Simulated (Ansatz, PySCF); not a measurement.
This PySCF input computes a SVWN5/def2-TZVPD energy:

```python
from pyscf import gto, scf, dft

mol = gto.M(
    atom='''
    Be   -0.00000000   -0.00000000   -0.26948411
    H     0.00000000    0.00000000    1.07793645
    ''',
    basis='def2-tzvpd',
    charge=0,
    spin=1,
    symmetry='C2v',
    verbose=4,
)

mf = dft.UKS(mol, xc='svwn').density_fit(auxbasis='def2-universal-jkfit')
mf.grids.level = 3
mf.conv_tol = 1e-9
mf.max_cycle = 100
mf.max_memory = 1500
mf.kernel()
if not mf.converged:
    mf = mf.newton()
    mf.kernel(mf.make_rdm1())
mf.analyze()
```

Q: Write an input for the same energy in Ansatz (an electronic-structure program) and say what it gives.

A: 
Ansatz 0.2 input:
```yaml
crystal:
  periodic: [false, false, false]
  atoms:
    - {symbol: Be, position_ang: [-0.00000000, -0.00000000, -0.26948411]}
    - {symbol: H, position_ang: [0.00000000, 0.00000000, 1.07793645]}
basis:
  gaussian:
    orbitals: def2-TZVPD
hamiltonian:
  xc: {name: SVWN5}
magnetization: {spin_polarized: true, initial_magnetization: 1}
output: {forces: true}
```
It gives -15.01875 Eh, and PySCF -15.01879 Eh, a difference of 0.04 mEh, from the treatment of integrals and grids.
